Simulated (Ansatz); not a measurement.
Computed with Ansatz on PBE0-D4/def2-TZVP structures; ΔE is electronic, products minus reactants. CCSD(T)/CBS is the MP2 limit (def2-TZVPP, def2-QZVPP) plus CCSD(T) − MP2 in def2-TZVPP, frozen cores. This one scheme is used for every species. Functionals use def2-TZVPP. One conformer a species, not always the lowest.

`CC(F)CCl` + H₂ → `CC(C)F` + HCl  (hydrogenolysis of a C–Cl bond)

```
         level  ΔE (kJ/mol)
     r2SCAN-D4        -82.3
        r2SCAN        -83.6
MP2/def2-QZVPP        -81.0
 MP2/CBS(def2)        -79.6
```

What does CCSD(T)/CBS give? (An estimate is asked.)

The calculation gave: -83.8 kJ/mol. The listed levels differ from it by 1.5, 0.2, 2.8, 4.2 kJ/mol.

Largest T1 diagnostic among the species: 0.010.

From PBE to PBE0 (25 % exact exchange), in def2-TZVPP and without D4, ΔE moves by −4.9 kJ/mol. In def2-TZVPP, CCSD(T) changes the Hartree–Fock value by +15.1 kJ/mol (the triples alone add +5.1 kJ/mol) and MP2 by +19.2 kJ/mol. The D4 term adds +8.0 kJ/mol with B3LYP and +4.3 kJ/mol with PBE0; it sums over pairs of atoms, weighted by their polarisabilities, and B3LYP, whose exchange is more repulsive, gets the larger term.

B3LYP here is the variant with VWN-RPA as its local correlation; programs differ in this.
